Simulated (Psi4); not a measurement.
# BNH2O (SMILES BN=O) at TPSS/def2-SVP (sweep point 6)

What is the vertical electron affinity of BNH2O at TPSS/def2-SVP (sweep point 6)? 

The calculation is run with Psi4 1.11.

4 further runs of the same task are left out: 4 set aside as unsound or not needed.

### Step 1. The molecule

BNH2O has 5 atoms, charge 0, and is taken as a singlet. SMILES: `BN=O`. The coordinates come from a GFN2-xTB relaxation.

Bond lengths: B1–N2 1.295 Å, N2–O3 1.192 Å, B1–H4 1.165 Å, B1–H5 1.166 Å. Angles: B1–N2–O3 179.9°, N2–B1–H4 118.8°, N2–B1–H5 118.8°, H4–B1–H5 122.4°.

### Step 2. The energy at TPSS/def2-SVP (sweep point 6)

job.py

```python
import psi4

psi4.set_memory(1600000000)
psi4.set_num_threads(1)
psi4.core.set_output_file('run.log', False)

m = psi4.geometry("""
0 1
B     -0.303260     0.384710    -0.206480
N      0.435210    -0.552070     0.296940
O      1.113730    -1.415380     0.760240
H     -1.158940     0.091910    -0.941520
H     -0.086740     1.490830     0.090820
units angstrom
symmetry c1
""")

psi4.set_options({
    'basis': 'def2-SVP',
    'reference': 'rks',
    'puream': True,
    'scf_type': 'pk',
    'dft_radial_points': 99,
    'dft_spherical_points': 590,
    'd_convergence': 1e-08,
    'e_convergence': 1e-08,
})

result, w = psi4.energy('tpss', return_wfn=True)
print('E =', round(result, 9))
```

Command:

```
$ python job.py
```

run.log:

```text
[...]
  Running in c1 symmetry.
[...]
  Nuclear repulsion =   58.612788367927152
[...]
  Multiplicity = 1
[...]
  Nalpha       = 11
  Nbeta        = 11
[...]
    Number of basis functions: 52
[...]
   @RKS iter   1:  -155.68417663053742   -1.90023e-01   1.04227e-02 ADIIS/DIIS
[...]
   @RKS iter  11:  -155.86078470498330   -1.81899e-12   7.87258e-09 DIIS
[...]
    Orbital Energies [Eh]
    ---------------------
    Doubly Occupied:
       1A    -18.999219     2A    -14.252447     3A     -6.598541
       4A     -1.117656     5A     -0.731624     6A     -0.511615
       7A     -0.468118     8A     -0.445771     9A     -0.408833
      10A     -0.338354    11A     -0.213066
[...]
  @RKS Final Energy:  -155.86078470498330
   => Energetics <=
    Nuclear Repulsion Energy =             58.6127883679271520
    One-Electron Energy =                -326.8949215910239445
    Two-Electron Energy =                 132.6721813801768235
    DFT Exchange-Correlation Energy =     -20.2508328620633122
    Empirical Dispersion Energy =           0.0000000000000000
    VV10 Nonlocal Energy =                  0.0000000000000000
    Total Energy =                       -155.8607847049833026
[...]
 Multipole Moments:
 ------------------------------------------------------------------------------------
     Multipole            Electronic (a.u.)      Nuclear  (a.u.)        Total (a.u.)
 ------------------------------------------------------------------------------------
 L = 1.  Multiply by 2.5417464519 to convert [e a0] to [Debye]
 Dipole X            :          1.1930648           -1.2889368           -0.0958720
 Dipole Y            :         -1.5163148            1.6382498            0.1219350
 Dipole Z            :          0.8153565           -0.8807805           -0.0654240
 Magnitude           :                                                    0.1683446
[...]
```

Standard output:

```text
E = -155.860784705
```

Wall time 22 s (1 thread of Intel Xeon Platinum 8259CL at 2.50GHz (Skylake/Cascade Lake), shared host); peak memory 1.2 GiB.

### Step 3. The doublet anion at the same level

job.py

```python
import psi4

psi4.set_memory('1600 MB')
psi4.set_num_threads(1)
psi4.core.set_output_file('output.dat', False)

mol = psi4.geometry("""
-1 2
B     -0.303260     0.384710    -0.206480
N      0.435210    -0.552070     0.296940
O      1.113730    -1.415380     0.760240
H     -1.158940     0.091910    -0.941520
H     -0.086740     1.490830     0.090820
symmetry c1
""")

psi4.set_options({
    'basis': 'def2-SVP',
    'reference': 'uks',
    'puream': True,
    'scf_type': 'pk',
    'dft_radial_points': 99,
    'dft_spherical_points': 590,
    'd_convergence': 1e-08,
    'e_convergence': 1e-08,
    'maxiter': 150,
})

energy_value, wavefunction = psi4.energy('TPSS', return_wfn=True)
print('E =', round(energy_value, 9))
```

Command:

```
$ python job.py
```

output.dat:

```text
[...]
  Running in c1 symmetry.
[...]
  Nuclear repulsion =   58.612788367927152
[...]
  Multiplicity = 2
[...]
  Nalpha       = 12
  Nbeta        = 11
[...]
    Number of basis functions: 52
[...]
   @UKS iter   1:  -155.60594358420798   -1.11790e-01   1.27210e-02 ADIIS/DIIS
[...]
   @UKS iter  13:  -155.87812628606602   -1.22213e-12   7.15170e-09 DIIS
[...]
   @S^2 Observed:                7.552743091E-01
[...]
    Orbital Energies [Eh]
    ---------------------
    Alpha Occupied:
       1A    -18.668501     2A    -13.909660     3A     -6.315172
       4A     -0.804699     5A     -0.429444     6A     -0.216698
       7A     -0.181241     8A     -0.149045     9A     -0.139419
      10A     -0.067913    11A      0.073501    12A      0.119720
    Alpha Virtual:
      13A      0.253272    14A      0.326910    15A      0.351078
      16A      0.406843    17A      0.427932    18A      0.458085
      19A      0.500825    20A      0.543904    21A      0.880690
      22A      0.896190    23A      0.903744    24A      0.994690
      25A      1.007677    26A      1.056145    27A      1.120942
[...]
  @UKS Final Energy:  -155.87812628606602
   => Energetics <=
    Nuclear Repulsion Energy =             58.6127883679271520
    One-Electron Energy =                -333.5256632580830569
    Two-Electron Energy =                 139.6517179939800144
    DFT Exchange-Correlation Energy =     -20.6169693898901656
    Empirical Dispersion Energy =           0.0000000000000000
    VV10 Nonlocal Energy =                  0.0000000000000000
    Total Energy =                       -155.8781262860660206
[...]
 Multipole Moments:
 ------------------------------------------------------------------------------------
     Multipole            Electronic (a.u.)      Nuclear  (a.u.)        Total (a.u.)
 ------------------------------------------------------------------------------------
 L = 1.  Multiply by 2.5417464519 to convert [e a0] to [Debye]
 Dipole X            :          1.8500424           -1.2889368            0.5611055
 Dipole Y            :         -2.3510288            1.6382498           -0.7127790
 Dipole Z            :          1.2633932           -0.8807805            0.3826127
 Magnitude           :                                                    0.9845231
[...]
```

Standard output:

```text
E = -155.878126286
```

Run time: 38 s. Hardware: 1 thread of Intel Xeon Platinum 8259CL at 2.50GHz (Skylake/Cascade Lake), shared host; peak memory 1.2 GiB.

### Step 4. Results

Level: TPSS/def2-SVP (sweep point 6).

| quantity | value |
| --- | --- |
| singlet BNH2O: total energy | -155.86078 Eh |
| singlet BNH2O: dipole moment | 0.43 D |
| singlet BNH2O: HOMO energy | -5.80 eV |
| singlet BNH2O: LUMO energy | -4.21 eV |
| singlet BNH2O: HOMO–LUMO gap | 1.59 eV |
| doublet anion: total energy | -155.87813 Eh |
| doublet anion: HOMO energy (highest over α and β) | 3.26 eV |
| doublet anion: LUMO energy (lowest over α and β) | 5.06 eV |
| doublet anion: ⟨S²⟩ | 0.755 |
| vertical electron affinity (to the doublet anion) | 0.472 eV |

**Reading.** At fixed nuclei the extra electron is bound by 0.47 eV (10.9 kcal/mol). The basis has no diffuse functions, so the error can be as large as this value. The HOMO (doublet anion) lies at positive energy, 3.26 eV, as semi-local functionals often give for anions; only total energies tell whether the electron is bound.
